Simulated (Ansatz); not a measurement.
# NH₂O (quartet): from Hartree-Fock to the top rungs, cc-pVDZ

An exercise on one series of results from a longer session: the logs are not shown, and one member is left open.

Program: Ansatz 0.2.0, Gaussian basis. Level of theory: cc-pVDZ, core rule «outside noble gas», up to 2 orbitals frozen. These are calculated values, not measurements.

Plan: UHF; CCSD(T) on ROHF; CCSD(T) on UHF; BCCD(T) on ROHF; CISD; CCSDT(Q) on ROHF; CCSDT(Q) on UHF; CASSCF and MRCISD+Q, 13 electrons in 10 orbitals; CASSCF and NEVPT2, 13 electrons in 10 orbitals.

18 further runs of the same task are left out: 9 that didn't finish, 9 set aside as unsound or not needed.

## The system

The geometry is a PBE0/def2-TZVP stationary point (not a proven minimum) of the parent state, kept for this charge and spin.

4 atoms, charge 0, spin multiplicity 4.

Atoms are counted from 1 here; the program's logs count them from 0.

Bond lengths: N1–O2 1.262 Å, N1–H3 1.014 Å, N1–H4 1.014 Å. Angles: O2–N1–H3 120.2°, O2–N1–H4 120.2°, H3–N1–H4 119.6°.

Set-up of the first run:

File in.yaml:

```yaml
crystal:
  periodic: [false, false, false]
  atoms:
    - {symbol: N, position_ang: [0.000000, 0.000000, 0.598418]}
    - {symbol: O, position_ang: [0.000000, 0.000000, -0.663532]}
    - {symbol: H, position_ang: [0.000000, 0.876220, 1.108323]}
    - {symbol: H, position_ang: [0.000000, -0.876220, 1.108323]}
basis:
  gaussian: {orbitals: cc-pVDZ}
magnetization: {spin_polarized: true, initial_magnetization: 3}
hamiltonian: {xc: hf}
output: {orbitals: {seedname: orbitals}}
```

Started as:

```bash
ansatz run in.yaml --threads 1 --pin off --events-out ev --progress --plain --max-ram 2393MiB
```

Among the steps run: UHF; CCSD(T) on ROHF; CCSD(T) on UHF; BCCD(T) on ROHF; CISD; CCSDT(Q) on ROHF; CCSDT(Q) on UHF; CASSCF and MRCISD+Q, 13 electrons in 10 orbitals; CASSCF and NEVPT2, 13 electrons in 10 orbitals.

One table of the session follows, with a row left open; its other results are not shown here.

It belongs to the step «Misses and costs». 

| method | from UCCSDT(Q) (meV) |
| --- | --- |
| ROHF | +9552.5 |
| UHF | +9222.3 |
| RMP2 | +1028.7 |
| UMP2 | +1062.2 |
| CISD | +940.2 |
| RCCSD | +296.9 |
| UCCSD | +287.4 |
| RCCSD(T) | +47.7 |
| UCCSD(T) | +46.6 |
| BCCD(T) | +45.2 |
| RCCSDT | +24.4 |
| UCCSDT | ? |
| RCCSDT(Q) | +2.5 |
| UCCSDT(Q) | 0 |
| CASSCF valence | +7416.8 |
| NEVPT2 valence | +1200.2 |
| MRCISD valence | +532.6 |
| MRCISD+Q valence | +65.8 |

**Question.** Estimate the row for UCCSDT.

As computed: from UCCSDT(Q) (meV): +22.7. In the column «from UCCSDT(Q) (meV)» it lies between RCCSDT(Q) (+2.5) and RCCSDT (+24.4).

Caveats from the session: Restricted and unrestricted rows rest on different reference determinants; where their highest levels disagree by more than a few hundredths of an eV, they describe different states and don't form one ladder.
